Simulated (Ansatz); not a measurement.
**CH₂Mg (triplet): the correlation ladder at distance C1–Mg2 = 1.822 Å, 6-31G**

An exercise on one series of results from a longer session: the logs are not shown, and one member is left open.

The runs use Ansatz 0.2.0, Gaussian basis; 6-31G, core rule «outside noble gas», up to 6 orbitals frozen.

The runs, in order: UHF; CCSD(T) on ROHF; CCSD(T) on UHF; BCCD(T) on ROHF; CISD as a restricted active space (open shells left free, so some higher excitations enter); CCSDT(Q) on ROHF; CCSDT(Q) on UHF; CISDTQ; CASSCF and MRCISD+Q, 4 electrons in 4 orbitals; CASSCF and NEVPT2, 4 electrons in 4 orbitals; Full CI.

32 further runs of the same task are left out: 16 for a known fault of the program, 13 that didn't finish, 3 set aside as unsound or not needed. Runs told in other sessions of the task aren't counted.

## The system

The geometry derives from a PBE0/def2-TZVP stationary point (not a proven minimum). One bond is set to the value named and the two fragments are kept rigid.

4 atoms, charge 0, spin multiplicity 3.

Atoms are counted from 1 here; the program's logs count them from 0.

Bond lengths: C1–Mg2 1.822 Å, C1–H3 1.089 Å, Mg2–H4 1.696 Å. Angles: Mg2–C1–H3 180.0°, C1–Mg2–H4 180.0°.

Coordinates:

| atom | x (Å) | y (Å) | z (Å) |
| --- | --- | --- | --- |
| C1 | 0.0000 | 0.0000 | 1.0629 |
| Mg2 | 0.0000 | 0.0000 | -0.7591 |
| H3 | 0.0000 | 0.0000 | 2.1517 |
| H4 | 0.0000 | 0.0000 | -2.4555 |

The first run:

in.yaml reads:

```yaml
crystal:
  periodic: [false, false, false]
  atoms:
    - {symbol: C, position_ang: [0.000000, 0.000000, 1.062915]}
    - {symbol: Mg, position_ang: [0.000000, 0.000000, -0.759086]}
    - {symbol: H, position_ang: [0.000000, 0.000000, 2.151699]}
    - {symbol: H, position_ang: [0.000000, 0.000000, -2.455528]}
basis:
  gaussian: {orbitals: 6-31G}
magnetization: {spin_polarized: true, initial_magnetization: 2}
hamiltonian: {xc: hf}
output: {orbitals: {seedname: orbitals}}
```

Run with:

```console
ansatz run in.yaml --threads 1 --pin off --events-out ev --progress --plain --max-ram 2393MiB
```

Among the steps run: UHF; CCSD(T) on ROHF; CCSD(T) on UHF; BCCD(T) on ROHF; CISD as a restricted active space (open shells left free, so some higher excitations enter); CCSDT(Q) on ROHF; CCSDT(Q) on UHF; CISDTQ; CASSCF and MRCISD+Q, 4 electrons in 4 orbitals; CASSCF and NEVPT2, 4 electrons in 4 orbitals; Full CI.

One table of the session follows, with a row left open; its other results are not shown here.

```
   method  from FCI (meV)
     ROHF         +2543.0
      UHF         +2406.7
     RMP2          +636.6
     UMP2          +597.4
     CISD          +142.3
    RCCSD           +46.1
    UCCSD           +45.2
 RCCSD(T)           +14.3
 UCCSD(T)           +13.8
  BCCD(T)           +14.8
   RCCSDT            +3.2
   UCCSDT            +2.5
   CISDTQ            +3.5
RCCSDT(Q)            +0.4
UCCSDT(Q)               ?
      FCI               0
```

Q: Estimate the row for UCCSDT(Q) from the others.

As computed: from FCI (meV): -0.4. In the column «from FCI (meV)» it is the lowest.

Left out of the table: CASSCF pair, NEVPT2 pair, MRCISD pair, MRCISD+Q pair (the active space lost an orbital or holds another state than full CI finds).

Limits of these values: Levels on UHF freeze UHF's core orbitals, full CI those of ROHF, so the U rows can settle a little off it for that reason alone. Restricted and unrestricted rows rest on different reference determinants; a gap between their highest levels can come from leftover correlation error, from unlike frozen cores or from another state. Warnings in the runs' records: passed over end.
